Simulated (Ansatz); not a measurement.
Cubic perovskite SrTiO3 (cubic form, which distorts at low temperature), treated with r²SCAN+SOC in Ansatz (plane waves, PAW).

Settings: plane-wave cutoff 560 eV, 10×10×10 k mesh, Fermi–Dirac smearing 0.01 eV, PAW data made under PBE.

The cell has the measured lattice: a = b = c = 3.9050 Å, α = β = γ = 90.00°.

Estimate the band gap and smallest direct gap on the k points sampled that the calculation returns.


- band gap = 2.25 eV (indirect)
- smallest direct gap on the k points sampled = 2.60 eV

Measured, for comparison: band gap 3.59 eV (zero-point renormalisation of 336 meV (experimental, the table's column) added back here, indirect; inputs from Miglio et al. (2020), arXiv:2011.12765). Computed (rounded) less measured: band gap -1.34 eV.

Note: cell and atoms aren't relaxed at this level (pressure 0.3 GPa).

The computed numbers hold no vibrational or temperature effects.

Ansatz is a first-principles code.
